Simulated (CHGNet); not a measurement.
**Rutile CrO₂**

Computed with the machine-learned potential CHGNet 0.3.0 (trained on PBE and PBE+U data).

Cell (relaxed at this level):

CrO2 is taken in the tetragonal space group P4₂/mnm (No. 136), the rutile structure, Pearson symbol tP6. Lattice parameters: a = b = 4.4453 Å, c = 3.0546 Å, α = β = γ = 90.00°. Cr on 2a is coordinated by 6 O at 1.902–1.968 Å (octahedral). O on 4f sees 3 Cr at 1.902–1.968 Å (trigonal planar). (Neighbours: up to the widest gap in distance over summed covalent radii, below 1.35, at either atom; cation-cation and far metal-metal contacts left out.)

- lattice parameter a = 4.445 Å
- c axis length = 3.055 Å

Measured, for comparison: lattice constant a 4.419 Å, lattice parameter c 2.915 Å (room temperature, not corrected to a static lattice; as tabulated in Hiroi (2015), arXiv:1503.02262). Computed (rounded) less measured: lattice constant a +0.6 %, lattice parameter c +4.8 %.

A machine-learned potential is trained on density-functional data: it inherits that level's misses and adds fitting errors of its own.

Note: the model's elastic tensor is not positive definite here; this model's volume lies 6 % above that of the starting cell (a measured, published or database cell).
